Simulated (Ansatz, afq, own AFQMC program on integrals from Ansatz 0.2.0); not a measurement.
Two steps: Ansatz 0.2.0 writes the Fock matrix and Cholesky factors of the valence space, and afq projects on them the lowest state that overlaps trial and start.

```yaml
crystal:
  periodic: [false, false, false]
  atoms:
    - {symbol: O, position_ang: [2.290039, -1.757966, -0.511004]}
    - {symbol: C, position_ang: [1.411311, -1.083934, -0.296406]}
basis:
  gaussian: {orbitals: def2-SVP}
magnetization: {spin_polarized: false}
correlation: {method: ccsd_t, electrons: outside_noble_gas, hamiltonian_folder: ham}
```

```sh
$ ansatz run in.yaml --threads 1 --pin off --events-out ev --progress --plain --max-ram 24576MiB --backend cuda --devices 0, --max-vram 18GiB
```

afq runs on the folder ham with

```
--method phaseless --trial cisd --walkers 4000 --populations 20 --least-time 60 --time-step 0.005 --steps-per-block 50 --equilibration-blocks 28 --max-blocks 4000 --target-error 0.00011 --factor-cut 1e-05 --seed 1761 --release-times 0.24,0.5,1,1.5 --release-step 0.02 --release-every 3 --taylor-order 6
```

Times are imaginary, in 1/Eh. The walk had a cap of 122 s. With eight or more populations the least sampling time is a fifth of least-time, and the error comes from their spread.

Log:

```
orbitals 26  electrons 5 5  factors 189 of 274
reference energy -112.64593770 Eh
CCSD correlation -0.29385350 Eh in 10 cycles, weight of the determinant in the CISD state 0.9008
energy of the start -112.939795 Eh
 block  time / (1/Eh)  mean weight  energy / Eh
     1     0.250  0.9998  -112.938278
     2     0.500  0.9999  -112.943289
     3     0.750  1.0002  -112.945718
     4     1.000  0.9997  -112.947032
     5     1.250  0.9996  -112.949605
     7     1.750  1.0003  -112.950603
     9     2.250  0.9999  -112.950705
    11     2.750  1.0001  -112.951131
    21     5.250  1.0002  -112.950194
    31     7.750  0.9998  -112.953475
    41    10.250  1.0001  -112.952344
    51    12.750  1.0002  -112.952106
    61    15.250  0.9999  -112.953163
    71    17.750  1.0003  -112.951800
    81    20.250  0.9999  -112.950451
    91    22.750  0.9994  -112.951061
   101    25.250  1.0001  -112.952885
   111    27.750  0.9999  -112.952070
   121    30.250  0.9995  -112.951284
   131    32.750  0.9998  -112.953624
   141    35.250  1.0002  -112.953926
   151    37.750  1.0001  -112.952306
   161    40.250  1.0002  -112.952902
   171    42.750  1.0002  -112.951601
   176    44.000  1.0002  -112.954210
   181    45.250  0.9997  -112.952144
   191    47.750  0.9999  -112.951968
   201    50.250  1.0001  -112.951542
   211    52.750  1.0002  -112.952673
   221    55.250  1.0000  -112.951698
   226    56.500  0.9994  -112.950344
   231    57.750  1.0001  -112.951143
   236    59.000  1.0001  -112.950904
error from the spread of 20 populations
released: time / (1/Eh)  energy / Eh  error  mean overlap
  0.24  -112.951963  0.000109  0.9992
  0.50  -112.952075  0.000069  0.9978
  1.00  -112.952205  0.000082  0.9958
  1.50  -112.952133  0.000084  0.9949
energy -112.952023 +/- 0.000108 Eh
(rows thinned)
```

The run passed its tests (sampling time, drift between the halves within three errors, error under three times the target), which doesn't prove that it has relaxed.

Against this walk (error 2.9 meV) on the same determinant: CCSD(T) 37.6 meV higher, CCSDT(Q) 5.4 meV lower (within the noise), CCSDTQ 1.5 meV lower (within the noise). The error is statistical and leaves out the bias of the constraint. Released to 1.50 1/Eh the energy moves by -3 ± 4 meV (both errors), within twice the noise.

Cautions: constraint bias not in the error.

The walk took 74 s on 2 threads of a server CPU with a shared H100 80 GB, shared host (the card was shared). The log's last line is the phaseless energy.

CCSDT and higher add their correlation energy to the determinant of the CCSD(T) run, since their own runs factorise the integrals more tightly (a shift of under 2 meV). A walk keeps the symmetry of its determinant, which the program's search chose and which needn't be the lowest solution, so a lower state of the same spin and another symmetry isn't excluded.
